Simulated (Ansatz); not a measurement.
**LiS+ (triplet): from Hartree-Fock to the top rungs at distance S1–Li2 = 2.449 Å, cc-pVDZ**

Aim: climb from Hartree-Fock through coupled cluster and multireference methods for LiS+ (triplet) at one geometry and basis, and see what each rung misses.

Computed with Ansatz 0.2.0, Gaussian basis. Level: cc-pVDZ, core rule «outside noble gas», up to 6 orbitals frozen.

Plan: UHF; CCSD(T) on ROHF; CCSD(T) on UHF; BCCD(T) on ROHF; CISD as a restricted active space (open shells left free, so some higher excitations enter); CCSDT(Q) on ROHF; CCSDT(Q) on UHF; CASSCF and MRCISD+Q, 4 electrons in 4 orbitals; CASSCF and NEVPT2, 4 electrons in 4 orbitals; Full CI.

63 further runs of the same task are left out: 43 for a known fault of the program, 18 that didn't finish, 2 set aside as unsound or not needed. Runs told in other sessions of the task aren't counted.

### Step 1. The system

The geometry derives from a PBE0/def2-TZVP stationary point (not a proven minimum). One bond is set to the value named and the two fragments are kept rigid.

2 atoms, charge 1, spin multiplicity 3.

Atoms are counted from 1 here; the program's logs count them from 0.

Bond lengths: S1–Li2 2.449 Å.

### Step 2. UHF

Contents of in.yaml:

```yaml
crystal:
  periodic: [false, false, false]
  atoms:
    - {symbol: S, position_ang: [0.000000, 0.000000, 0.000000]}
    - {symbol: Li, position_ang: [0.000000, 0.000000, 2.448900]}
basis:
  gaussian: {orbitals: cc-pVDZ}
total_charge: 1
magnetization: {spin_polarized: true, initial_magnetization: 2}
hamiltonian: {xc: hf}
output: {orbitals: {seedname: orbitals}}
```

Started as:

```bash
$ ansatz run in.yaml --threads 1 --pin off --events-out ev --progress --plain --max-ram 2393MiB
```

After this run come: CCSD(T) on ROHF; CCSD(T) on UHF; BCCD(T) on ROHF; CISD as a restricted active space (open shells left free, so some higher excitations enter); CCSDT(Q) on ROHF; CCSDT(Q) on UHF; CASSCF and MRCISD+Q, 4 electrons in 4 orbitals; CASSCF and NEVPT2, 4 electrons in 4 orbitals; Full CI.

**Question.** What will the summary of the whole plan be? Wanted: FCI from the RHF energy; RMP2 from FCI; UMP2 from FCI; RCCSD from FCI; RCCSD(T) from FCI; UCCSD(T) from FCI; RCCSDT(Q) from FCI; UCCSDT(Q) from FCI; T1 diagnostic.

As calculated:

```
                         quantity                                                              value
          FCI from the ROHF energy                                                         -3.0305 eV
                    RMP2 from FCI                                                       +53.8 kJ/mol
                    UMP2 from FCI                                                       +55.8 kJ/mol
                   RCCSD from FCI                                                        +5.5 kJ/mol
                RCCSD(T) from FCI                                                        +1.3 kJ/mol
                UCCSD(T) from FCI                                                        +1.2 kJ/mol
               RCCSDT(Q) from FCI                                                         0.0 kJ/mol
               UCCSDT(Q) from FCI                                                         0.0 kJ/mol
levels within 1 kcal/mol (43 meV)  RCCSD(T), UCCSD(T), BCCD(T), RCCSDT, UCCSDT, RCCSDT(Q), UCCSDT(Q)
                    T1 diagnostic                                                              0.016
   effectively unpaired electrons                                                               2.02
```

**Reading.** RCCSD(T) misses by +1.3 kJ/mol, 0.4 % of the correlation energy. One determinant dominates. These misses are within one basis, not against nature; the frozen cores of restricted and unrestricted runs differ, which can shift their rows.

Levels on UHF freeze UHF's core orbitals, full CI those of ROHF, so the U rows can settle a little off it for that reason alone.

With open shells the CI space here admits some higher excitations, so it is larger than plain CISD.
